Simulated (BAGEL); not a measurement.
# C3H6F2 (2,2-difluoropropane): B3LYP/def2-SVP (density fitting with cc-pvqz-jkfit)

Aim: the energy change on altering one bond length of C3H6F2 (2,2-difluoropropane) at B3LYP/def2-SVP (density fitting with cc-pvqz-jkfit), from 2 runs. 

The calculation is run with BAGEL 1.2.2.

2 further runs of the same task are left out: 1 that didn't finish, 1 set aside as unsound or not needed.

### 1 The structure to begin with

C3H6F2: 11 atoms, total charge 0, spin state singlet. SMILES: `CC(C)(F)F`. The coordinates come from a PBE0-D4/def2-TZVP relaxation.

Bond lengths: C1–C2 1.504 Å, C2–C3 1.504 Å, C2–F4 1.370 Å, C2–F5 1.370 Å, C1–H6 1.090 Å, C1–H7 1.090 Å, C1–H8 1.090 Å, C3–H9 1.090 Å, C3–H10 1.090 Å, C3–H11 1.090 Å. Some angles: C1–C2–C3 116.0°, C1–C2–F4 108.7°, C1–C2–F5 108.7°, C3–C2–F4 108.7°, C3–C2–F5 108.7°, F4–C2–F5 105.6°, C2–C1–H6 109.2°, C2–C1–H7 110.1°, C2–C1–H8 110.0°, C2–C3–H9 110.0°.

### 2 The energy at B3LYP/def2-SVP (density fitting with cc-pvqz-jkfit)

Input file dft.json:

```json
{ "bagel": [

{
  "title": "molecule",
  "basis": "svp",
  "df_basis": "cc-pvqz-jkfit",
  "angstrom": true,
  "geometry": [
    { "atom": "C", "xyz": [      -1.159930,       0.446550,       0.389450 ] },
    { "atom": "C", "xyz": [       0.146280,       0.373380,      -0.353350 ] },
    { "atom": "C", "xyz": [       1.016000,      -0.813950,      -0.041740 ] },
    { "atom": "F", "xyz": [      -0.112510,       0.387010,      -1.698960 ] },
    { "atom": "F", "xyz": [       0.858430,       1.517050,      -0.102980 ] },
    { "atom": "H", "xyz": [      -1.698040,       1.343430,       0.081860 ] },
    { "atom": "H", "xyz": [      -0.977310,       0.488910,       1.463490 ] },
    { "atom": "H", "xyz": [      -1.767350,      -0.430500,       0.164670 ] },
    { "atom": "H", "xyz": [       1.279310,      -0.816970,       1.016250 ] },
    { "atom": "H", "xyz": [       1.927250,      -0.757640,      -0.637590 ] },
    { "atom": "H", "xyz": [       0.487880,      -1.737260,      -0.281100 ] }
  ]
},

{ "title": "ks", "xc_func": "b3lyp" },

{ "title": "print", "file": "orbitals.molden", "orbitals": true }

]}
```

Command:

```console
$ BAGEL_NUM_THREADS=1 BAGEL dft.json > dft.out
```

The log of the run:

```text
* using 1 threads per process

  ===============================================================
  ===============================================================

  *** Geometry ***

  { "atom" : "C", "xyz" : [     -2.191950,      0.843857,      0.735954 ] },
  { "atom" : "C", "xyz" : [      0.276429,      0.705586,     -0.667735 ] },
  { "atom" : "C", "xyz" : [      1.919962,     -1.538143,     -0.078877 ] },
  { "atom" : "F", "xyz" : [     -0.212613,      0.731343,     -3.210569 ] },
  { "atom" : "F", "xyz" : [      1.622198,      2.866809,     -0.194604 ] },
  { "atom" : "H", "xyz" : [     -3.208831,      2.538715,      0.154693 ] },
  { "atom" : "H", "xyz" : [     -1.846848,      0.923906,      2.765595 ] },
  { "atom" : "H", "xyz" : [     -3.339807,     -0.813527,      0.311181 ] },
  { "atom" : "H", "xyz" : [      2.417546,     -1.543850,      1.920434 ] },
  { "atom" : "H", "xyz" : [      3.641975,     -1.431732,     -1.204870 ] },
  { "atom" : "H", "xyz" : [      0.921960,     -3.282946,     -0.531202 ] },

  Number of auxiliary basis functions:      836

  Since a DF basis is specified, we compute 2- and 3-index integrals:
    o Being stored without compression. Storage requirement is 0.067 GB

  Number of basis functions:      100
  Number of electrons      :       42

    * METHOD: MOLECULE                             0.94

  *** Kohn-Sham DFT ***

    * Removing 22585 points whose weight is below 1.00e-10
    * Grid points: 141381

  === Nuclear Repulsion ===
   199.4564668747

       - DIIS with orbital gradients will be used.

  === KS iteration (b3lyp / svp) ===
      0       -262.77828268          0.16303977           0.75
      1       -232.65701571          0.14945811           0.71
      2       -248.89762748          0.18692776           0.70
      3       -291.82578520          0.14128217           0.71
      4       -310.03589538          0.10044248           0.70
      5       -305.67285127          0.12511699           0.70
      6       -307.44373837          0.11578245           0.70
      7       -247.02260854          0.16810032           0.71
      8       -313.08632401          0.07577740           0.71
      9       -315.86505938          0.04575687           0.70
     10       -316.86831487          0.02920473           0.70
     11       -317.03548018          0.02147021           0.70
     12       -317.34868267          0.00742724           0.71
     13       -317.38784235          0.00264719           0.71
     14       -317.39176467          0.00086520           0.71
     15       -317.39217315          0.00019070           0.70
     16       -317.39219265          0.00004293           0.71
     17       -317.39219360          0.00001096           0.71
     18       -317.39219366          0.00000395           0.70
     19       -317.39219367          0.00000186           0.70
     20       -317.39219367          0.00000014           0.71
     21       -317.39219367          0.00000007           0.72
     22       -317.39219367          0.00000002           0.71
     23       -317.39219367          0.00000001           0.71
    * SCF iteration converged.

    * Permanent dipole moment:
           (    0.237941,     0.607376,    -0.574824) a.u.

    * METHOD: KS                                  17.92

    * METHOD: PRINT                                0.02

  ===============================================================
```

It took 19 s on 1 thread of Arm Neoverse V2, shared host; peak memory 0.65 GiB.

### 3 The distorted shape at the same level

Input file input.json:

```json
{ "bagel" : [

{
  "title" : "molecule",
  "basis" : "svp",
  "df_basis" : "cc-pvqz-jkfit",
  "angstrom" : true,
  "geometry" : [
    { "atom" : "C", "xyz" : [      -1.475905,       0.450174,      -0.880148 ] },
    { "atom" : "C", "xyz" : [      -0.169695,       0.377004,      -1.622948 ] },
    { "atom" : "C", "xyz" : [       0.700025,      -0.810326,      -1.311338 ] },
    { "atom" : "F", "xyz" : [      -0.428485,       0.390634,      -2.968558 ] },
    { "atom" : "F", "xyz" : [       0.542455,       1.520674,      -1.372578 ] },
    { "atom" : "H", "xyz" : [      -2.014015,       1.347054,      -1.187738 ] },
    { "atom" : "H", "xyz" : [      -1.293285,       0.492534,       0.193892 ] },
    { "atom" : "H", "xyz" : [      -2.083325,      -0.426876,      -1.104928 ] },
    { "atom" : "H", "xyz" : [       1.279310,      -0.816970,       1.016250 ] },
    { "atom" : "H", "xyz" : [       1.611275,      -0.754016,      -1.907188 ] },
    { "atom" : "H", "xyz" : [       0.171905,      -1.733636,      -1.550698 ] }
  ]
},

{
  "title" : "ks",
  "xc_func" : "b3lyp",
  "charge" : 0
},

{
  "title" : "print",
  "file" : "orbitals.molden",
  "orbitals" : true
}

]}
```

Command:

```console
$ BAGEL_NUM_THREADS=1 BAGEL input.json > input.out
```

The log of the run:

```text
* using 1 threads per process

  ===============================================================
  ===============================================================

  *** Geometry ***

  { "atom" : "C", "xyz" : [     -2.789056,      0.850706,     -1.663239 ] },
  { "atom" : "C", "xyz" : [     -0.320677,      0.712434,     -3.066927 ] },
  { "atom" : "C", "xyz" : [      1.322856,     -1.531294,     -2.478070 ] },
  { "atom" : "F", "xyz" : [     -0.809719,      0.738191,     -5.609762 ] },
  { "atom" : "F", "xyz" : [      1.025091,      2.873657,     -2.593797 ] },
  { "atom" : "H", "xyz" : [     -3.805937,      2.545563,     -2.244500 ] },
  { "atom" : "H", "xyz" : [     -2.443954,      0.930754,      0.366403 ] },
  { "atom" : "H", "xyz" : [     -3.936914,     -0.806679,     -2.088011 ] },
  { "atom" : "H", "xyz" : [      2.417546,     -1.543850,      1.920434 ] },
  { "atom" : "H", "xyz" : [      3.044868,     -1.424884,     -3.604063 ] },
  { "atom" : "H", "xyz" : [      0.324853,     -3.276097,     -2.930395 ] },

  Number of auxiliary basis functions:      836

  Since a DF basis is specified, we compute 2- and 3-index integrals:
    o Being stored without compression. Storage requirement is 0.067 GB

  Number of basis functions:      100
  Number of electrons      :       42

    * METHOD: MOLECULE                             0.94

  *** Kohn-Sham DFT ***

    * Removing 21307 points whose weight is below 1.00e-10
    * Grid points: 142659

  === Nuclear Repulsion ===
   195.9912439032

       - DIIS with orbital gradients will be used.

  === KS iteration (b3lyp / svp) ===
      0       -262.70704477          0.16175802           0.73
      1       -234.05227778          0.14077149           0.71
      2       -250.08749493          0.18333788           0.73
      3       -290.16257937          0.14100070           0.72
      4       -307.02502756          0.11065051           0.71
      5       -299.44853948          0.12933310           0.71
      6       -299.34796554          0.13129862           0.72
      7       -242.28725368          0.16472968           0.71
      8       -312.36970156          0.07061416           0.71
      9       -315.96407026          0.03992297           0.72
     10       -316.22078160          0.03502879           0.70
     11       -316.73045690          0.02013186           0.71
     12       -317.12248496          0.01111747           0.71
     13       -317.19111811          0.00494595           0.70
     14       -317.21061921          0.00214068           0.71
     15       -317.21378151          0.00043827           0.71
     16       -317.21386757          0.00022388           0.72
     17       -317.21391280          0.00004465           0.72
     18       -317.21391253          0.00004338           0.72
     19       -317.21391387          0.00001087           0.72
     20       -317.21391396          0.00000321           0.72
     21       -317.21391396          0.00000296           0.72
     22       -317.21391397          0.00000082           0.72
     23       -317.21391397          0.00000049           0.71
     24       -317.21391397          0.00000008           0.72
     25       -317.21391397          0.00000009           0.71
     26       -317.21391397          0.00000002           0.72
     27       -317.21391397          0.00000001           0.73
    * SCF iteration converged.

    * Permanent dipole moment:
           (    0.401482,     0.544768,    -0.092392) a.u.

    * METHOD: KS                                  20.91

    * METHOD: PRINT                                0.02

  ===============================================================
```

Run time: 22 s. Hardware: 1 thread of Arm Neoverse V2, shared host; peak memory 0.66 GiB.

### 4 Outcome

At B3LYP/def2-SVP (density fitting with cc-pvqz-jkfit):

| quantity | value |
| --- | --- |
| first shape: total energy | -317.39219 Eh |
| first shape: dipole moment | 2.21 D |
| first shape: HOMO energy | -9.04 eV |
| first shape: LUMO energy | 1.49 eV |
| first shape: HOMO–LUMO gap | 10.53 eV |
| distorted shape: total energy | -317.21391 Eh |
| distorted shape: dipole moment | 1.74 D |
| distorted shape: HOMO energy | -7.60 eV |
| distorted shape: LUMO energy | -3.80 eV |
| distorted shape: HOMO–LUMO gap | 3.79 eV |
| energy change with the C3–H9 bond stretched from 1.090 to 2.399 Å | 4.851 eV |

**Reading.** One bond (distorted shape) is far stretched, which a spin-restricted single reference describes badly; a broken-symmetry solution may lie lower. With the C3–H9 bond stretched from 1.090 to 2.399 Å the energy rises by 4.85 eV (468 kJ/mol). The first shape isn't relaxed at this level, so the change isn't measured from a minimum. A restricted reference can't describe the breaking bond well at this length.
